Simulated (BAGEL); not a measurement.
# B3LYP/6-31G(d) (density fitting with qzvpp-jkfit, spherical functions) run of C2H6N2 (SMILES C=NNC)

Aim: the energy change on altering one bond length of C2H6N2 at B3LYP/6-31G* (density fitting with qzvpp-jkfit, spherical functions), from 2 runs. 

Program for the calculation: BAGEL 1.2.2.

19 further runs of the same task are left out: 19 set aside as unsound or not needed.

### 1 The molecule

The species is C2H6N2 (10 atoms), meant as a singlet with charge 0. As SMILES, `C=NNC`. Geometry: relaxed at GFN2-xTB. This is one conformer, not always the lowest.

Bond lengths: C1–N2 1.264 Å, N2–N3 1.330 Å, N3–C4 1.439 Å, C1–H5 1.074 Å, C1–H6 1.093 Å, N3–H7 1.022 Å, C4–H8 1.090 Å, C4–H9 1.097 Å, C4–H10 1.088 Å. Some angles: C1–N2–N3 121.3°, N2–N3–C4 117.0°, N2–C1–H5 117.7°, N2–C1–H6 124.0°, N2–N3–H7 118.1°, C4–N3–H7 116.4°, N3–C4–H8 109.3°, N3–C4–H9 112.8°, N3–C4–H10 107.6°, H5–C1–H6 118.3°.

### 2 A single-point energy at B3LYP/6-31G(d) (density fitting with qzvpp-jkfit, spherical functions)

input.json reads:

```json
{ "bagel": [

{
  "title": "molecule",
  "basis": "6-31gs.json",
  "df_basis": "qzvpp-jkfit",
  "angstrom": true,
  "geometry": [
    { "atom": "C", "xyz": [   -0.151520,    1.912180,    0.349430 ] },
    { "atom": "N", "xyz": [    0.268200,    0.860760,   -0.212570 ] },
    { "atom": "N", "xyz": [    0.096020,   -0.334960,    0.342930 ] },
    { "atom": "C", "xyz": [    0.215020,   -1.479440,   -0.521860 ] },
    { "atom": "H", "xyz": [    0.085960,    2.853360,   -0.111080 ] },
    { "atom": "H", "xyz": [   -0.726590,    1.921020,    1.278390 ] },
    { "atom": "H", "xyz": [   -0.568480,   -0.416430,    1.114630 ] },
    { "atom": "H", "xyz": [    0.534730,   -2.341580,    0.063260 ] },
    { "atom": "H", "xyz": [   -0.723880,   -1.725390,   -1.033180 ] },
    { "atom": "H", "xyz": [    0.970540,   -1.249520,   -1.269970 ] }
  ]
},
{ "title": "ks", "xc_func": "b3lyp" },
{ "title": "print", "file": "orbitals.molden", "orbitals": true }

]}
```

The basis set 6-31G* is read from a file made from the Basis Set Exchange's data (not shown).

Launch:

```bash
$ BAGEL_NUM_THREADS=1 BAGEL input.json > input.out
```

The program printed:

```text
* using 1 threads per process

  ===============================================================
  ===============================================================

  *** Geometry ***

  { "atom" : "C", "xyz" : [     -0.286331,      3.613497,      0.660327 ] },
  { "atom" : "N", "xyz" : [      0.506825,      1.626601,     -0.401699 ] },
  { "atom" : "N", "xyz" : [      0.181452,     -0.632983,      0.648044 ] },
  { "atom" : "C", "xyz" : [      0.406329,     -2.795736,     -0.986172 ] },
  { "atom" : "H", "xyz" : [      0.162441,      5.392069,     -0.209911 ] },
  { "atom" : "H", "xyz" : [     -1.373056,      3.630202,      2.415807 ] },
  { "atom" : "H", "xyz" : [     -1.074272,     -0.786939,      2.106345 ] },
  { "atom" : "H", "xyz" : [      1.010493,     -4.424945,      0.119544 ] },
  { "atom" : "H", "xyz" : [     -1.367935,     -3.260515,     -1.952427 ] },
  { "atom" : "H", "xyz" : [      1.834055,     -2.361251,     -2.399895 ] },

  Number of auxiliary basis functions:      412

  Since a DF basis is specified, we compute 2- and 3-index integrals:
    o Being stored without compression. Storage requirement is 0.015 GB

  Number of basis functions:       68
  Number of electrons      :       32

    * METHOD: MOLECULE                             0.14

  *** Kohn-Sham DFT ***

    * Removing 18213 points whose weight is below 1.00e-10
    * Grid points: 130847

  === Nuclear Repulsion ===
   122.2765777767

       - DIIS with orbital gradients will be used.

  === KS iteration (b3lyp / 6-31gs.json) ===
      0       -157.58714591          0.18050920           0.28
      1       -154.46794777          0.14198050           0.27
      2       -144.83857719          0.21221341           0.26
      3       -175.22679484          0.16583665           0.26
      4       -178.57346444          0.17518506           0.27
      5       -179.88029997          0.14731702           0.26
      6       -181.42855322          0.14937653           0.26
      7       -157.62873129          0.17553423           0.27
      8       -185.12258397          0.09718649           0.26
      9       -188.66028274          0.04361987           0.26
     10       -188.93176680          0.02940184           0.26
     11       -189.18145375          0.01631051           0.25
     12       -189.24032747          0.00884652           0.26
     13       -189.26039052          0.00369930           0.26
     14       -189.26387415          0.00099170           0.26
     15       -189.26420429          0.00013677           0.26
     16       -189.26420795          0.00007991           0.26
     17       -189.26421002          0.00002493           0.25
     18       -189.26421009          0.00002103           0.25
     19       -189.26421022          0.00000450           0.26
     20       -189.26421022          0.00000333           0.26
     21       -189.26421022          0.00000100           0.25
     22       -189.26421022          0.00000027           0.26
     23       -189.26421022          0.00000013           0.25
     24       -189.26421022          0.00000003           0.25
     25       -189.26421022          0.00000005           0.26
     26       -189.26421022          0.00000001           0.25
    * SCF iteration converged.

    * Permanent dipole moment:
           (    0.453971,     0.411854,    -0.350540) a.u.

    * METHOD: KS                                   7.61

    * METHOD: PRINT                                0.01

  ===============================================================
```

It took 8.1 s on 1 thread of Arm Neoverse V2, shared host; peak memory 0.41 GiB.

### 3 The distorted shape

input.json reads:

```json
{ "bagel": [

{
  "title": "molecule",
  "basis": "6-31gs.json",
  "df_basis": "qzvpp-jkfit",
  "angstrom": true,
  "geometry": [
    { "atom": "C", "xyz": [      -0.169370,       2.083849,       0.479146 ] },
    { "atom": "N", "xyz": [       0.250350,       1.032429,      -0.082854 ] },
    { "atom": "N", "xyz": [       0.078170,      -0.163291,       0.472646 ] },
    { "atom": "C", "xyz": [       0.215020,      -1.479440,      -0.521860 ] },
    { "atom": "H", "xyz": [       0.068110,       3.025029,       0.018636 ] },
    { "atom": "H", "xyz": [      -0.744440,       2.092689,       1.408106 ] },
    { "atom": "H", "xyz": [      -0.586330,      -0.244761,       1.244346 ] },
    { "atom": "H", "xyz": [       0.534730,      -2.341580,       0.063260 ] },
    { "atom": "H", "xyz": [      -0.723880,      -1.725390,      -1.033180 ] },
    { "atom": "H", "xyz": [       0.970540,      -1.249520,      -1.269970 ] }
  ]
},

{ "title": "ks", "xc_func": "b3lyp" },

{ "title": "print", "file": "orbitals.molden", "orbitals": true }

]}
```

The basis set 6-31G* is read from a file made from the Basis Set Exchange's data (not shown).

Launch:

```bash
$ BAGEL_NUM_THREADS=1 BAGEL input.json > input.out
```

The program printed:

```text
* using 1 threads per process

  ===============================================================
  ===============================================================

  *** Geometry ***

  { "atom" : "C", "xyz" : [     -0.320063,      3.937904,      0.905455 ] },
  { "atom" : "N", "xyz" : [      0.473093,      1.951008,     -0.156571 ] },
  { "atom" : "N", "xyz" : [      0.147720,     -0.308575,      0.893171 ] },
  { "atom" : "C", "xyz" : [      0.406329,     -2.795736,     -0.986172 ] },
  { "atom" : "H", "xyz" : [      0.128709,      5.716476,      0.035217 ] },
  { "atom" : "H", "xyz" : [     -1.406788,      3.954609,      2.660935 ] },
  { "atom" : "H", "xyz" : [     -1.108003,     -0.462531,      2.351473 ] },
  { "atom" : "H", "xyz" : [      1.010493,     -4.424945,      0.119544 ] },
  { "atom" : "H", "xyz" : [     -1.367935,     -3.260515,     -1.952427 ] },
  { "atom" : "H", "xyz" : [      1.834055,     -2.361251,     -2.399895 ] },

  Number of auxiliary basis functions:      412

  Since a DF basis is specified, we compute 2- and 3-index integrals:
    o Being stored without compression. Storage requirement is 0.015 GB

  Number of basis functions:       68
  Number of electrons      :       32

    * METHOD: MOLECULE                             0.13

  *** Kohn-Sham DFT ***

    * Removing 17687 points whose weight is below 1.00e-10
    * Grid points: 131373

  === Nuclear Repulsion ===
   118.1921365164

       - DIIS with orbital gradients will be used.

  === KS iteration (b3lyp / 6-31gs.json) ===
      0       -154.19141999          0.17119391           0.27
      1       -123.10124784          0.16481695           0.25
      2       -151.85458423          0.19126289           0.25
      3       -173.24257431          0.10995517           0.25
      4       -187.30676295          0.07365527           0.25
      5       -188.58006251          0.04530914           0.25
      6       -187.39548823          0.06604054           0.25
      7       -189.00217529          0.02740416           0.25
      8       -189.22314434          0.00876060           0.25
      9       -189.24242039          0.00354897           0.25
     10       -189.24602847          0.00058193           0.25
     11       -189.24613970          0.00018144           0.25
     12       -189.24614945          0.00006523           0.25
     13       -189.24615082          0.00002760           0.25
     14       -189.24615109          0.00000549           0.25
     15       -189.24615110          0.00000204           0.25
     16       -189.24615110          0.00000052           0.25
     17       -189.24615110          0.00000013           0.24
     18       -189.24615110          0.00000005           0.25
     19       -189.24615110          0.00000003           0.26
     20       -189.24615110          0.00000001           0.26
     21       -189.24615110          0.00000000           0.25
    * SCF iteration converged.

    * Permanent dipole moment:
           (    0.454732,     0.585794,    -0.225609) a.u.

    * METHOD: KS                                   6.08

    * METHOD: PRINT                                0.01

  ===============================================================
```

Wall time 6.6 s (1 thread of Arm Neoverse V2, shared host); peak memory 0.41 GiB.

### 4 Summary of results

Level: B3LYP/6-31G* (density fitting with qzvpp-jkfit, spherical functions).

| quantity | value |
| --- | --- |
| first shape: total energy | -189.26421 Eh |
| first shape: dipole moment | 1.79 D |
| first shape: HOMO energy | -5.67 eV |
| first shape: LUMO energy | 0.67 eV |
| first shape: HOMO–LUMO gap | 6.35 eV |
| distorted shape: total energy | -189.24615 Eh |
| distorted shape: dipole moment | 1.97 D |
| distorted shape: HOMO energy | -5.63 eV |
| distorted shape: LUMO energy | 0.74 eV |
| distorted shape: HOMO–LUMO gap | 6.38 eV |
| energy change with the N3–C4 bond stretched from 1.439 to 1.655 Å | 0.491 eV |

In words: With the N3–C4 bond stretched from 1.439 to 1.655 Å the energy rises by 0.49 eV (47.4 kJ/mol). The first shape isn't relaxed at this level, so the change isn't measured from a minimum.
